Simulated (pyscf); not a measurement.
Optimised with ωB97X-D3(BJ)/def2-SVP in PySCF. MP2 and CC: frozen core, UHF for open shells. ΔMP2 is the change of the MP2 total energy from the triple- to the quadruple-zeta basis.

### Question
PBE/def2-TZVP puts the barrier of BH [singlet] + methane (CH₄) -> H₂B–CH₃ (insertion; singlet surface; C–H broken, B–C, B–H formed) at 0.35 eV and the reaction energy at -3.92 eV, from the separated reactants. What do r²SCAN/def2-TZVP, PBE0-D3(BJ)/def2-TZVP, CCSD(T)/def2-TZVPP + ΔMP2(QZVPP) give on the same structures?

### Answer
r²SCAN: ΔE‡ = 0.42 eV, ΔE = -4.03 eV; PBE0-D3(BJ): ΔE‡ = 0.50 eV, ΔE = -3.97 eV; CCSD(T): ΔE‡ = 0.99 eV, ΔE = -3.52 eV. PBE's barrier lies under all of them, by 0.08 to 0.65 eV. Its reaction energy lies among theirs. One saddle was located; it need not be the lowest between these sides. The CCSD(T) − MP2 part came from Ansatz, without density fitting, on the same reference.
